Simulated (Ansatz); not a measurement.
`C=C(C=O)CCl` + `CCS` → `CCSC=O` + `C=CCCl`  (substitution at a C–C bond)

Program: Ansatz. Geometries: PBE0-D4/def2-TZVP. ΔE: electronic, gas phase. CBS: MP2 limit from def2 TZ/QZ plus the TZ coupled-cluster correction, frozen cores. DFT in def2-TZVPP. Each species was taken in one conformer, which may not be the lowest.

`C=C(C=O)CCl`:

Cartesian coordinates in Å:
```
C 1.080 -0.793 0.661
C 0.120 -0.153 -0.005
C -0.707 -0.921 -0.959
O -1.526 -0.429 -1.688
C -0.155 1.303 0.130
Cl -1.528 1.583 1.242
H 1.231 -1.859 0.523
H 1.736 -0.285 1.358
H -0.503 -2.013 -0.971
H -0.448 1.729 -0.829
H 0.699 1.838 0.538
```

`CCS`:

```xyz
9

C     0.397    0.043    0.876
C    -0.042    0.454   -0.513
S    -1.442   -0.498   -1.159
H    -0.430    0.113    1.584
H     1.210    0.685    1.228
H     0.758   -0.989    0.885
H    -0.400    1.486   -0.517
H     0.783    0.402   -1.225
H    -0.834   -1.696   -1.159
```

`CCSC=O`:

```xyz
11

C     0.586    0.552   -1.202
C     0.649    0.570    0.312
S    -0.979    0.571    1.096
C    -1.343   -1.142    1.053
O    -0.632   -2.006    0.621
H     1.597    0.579   -1.617
H     0.035    1.412   -1.586
H     0.100   -0.358   -1.556
H     1.147    1.466    0.686
H     1.178   -0.303    0.698
H    -2.337   -1.342    1.494
```

`C=CCCl`:

```xyz
9

C    -1.234    0.662   -0.236
C    -0.409   -0.210    0.325
C     0.989   -0.417   -0.125
Cl    2.149   -0.053    1.195
H    -2.256    0.774    0.106
H    -0.916    1.294   -1.059
H    -0.741   -0.826    1.156
H     1.243    0.231   -0.962
H     1.176   -1.455   -0.402
```

```tsv
level	ΔE (kJ/mol)
LDA (SPW92)	-27.4
PBE-D4	-28.5
r2SCAN0-D4	-20.1
BHLYP-D4	-12.0
B2PLYP	-19.3
r2SCAN0	-20.4
CAM-B3LYP	-16.2
CCSD/CBS(def2)	-12.1
```

Task: What does CCSD(T)/CBS give? (Best estimate.)

Result: The calculation gave: -15.5 kJ/mol. The listed levels differ from it by -11.9, -13.0, -4.6, 3.5, -3.8, -4.9, -0.7, 3.4 kJ/mol.

Largest T1 diagnostic among the species: 0.015.

From BLYP to BHLYP (50 % exact exchange), in def2-TZVPP and without D4, ΔE moves by +15.1 kJ/mol. In def2-TZVPP, CCSD(T) changes the Hartree–Fock value by −8.9 kJ/mol (the triples alone add −3.4 kJ/mol) and MP2 by −11.3 kJ/mol.

CCSD(T)/CBS has its own doubt, a few kJ/mol and more with outer-core shells, so smaller differences from it don't rank the levels.
